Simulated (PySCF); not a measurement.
Species: CH₃F.
Z-matrix (Å and degrees, PBE0-D3(BJ)/def2-SVP geometry), rows numbered from 1:
```
C 
F   1  1.3626
H   1  1.1028  2  110.04
H   1  1.1029  2  110.06  3   120.00
H   1  1.1028  2  110.02  3  -120.00
```

Method: PBE0-D3(BJ)/def2-SVP geometry optimisation, gas phase in PySCF.

Take the most abundant isotopes and a rigid rotor. 

**Question.** What are A, B and C (MHz)?

**Answer.** Ia = 3.25, Ib = 19.33, Ic = 19.33 u·Å²; 505379 MHz·u·Å²/I gives A = 155713, B = 26142, C = 26142 MHz.

**Question.** What kind of rotor is it?

**Answer.** A prolate symmetric top, as the point group C3v requires two equal moments; Ray's κ = -1.000.

**Question.** Where do the R-branch lines fall?

**Answer.** The dipole of 1.74 D lies along the symmetry axis, so ΔK = 0 and J+1 ← J falls at 2B(J+1) for every K: 52.28 GHz, 104.57 GHz, 156.85 GHz, 209.13 GHz, 261.42 GHz for J = 0 to 4.

PBE0-D3(BJ)/def2-SVP frequencies: not computed here. These are rigid-rotor constants of the computed structure; measured ground-state constants (B0) also hold zero-point vibration.
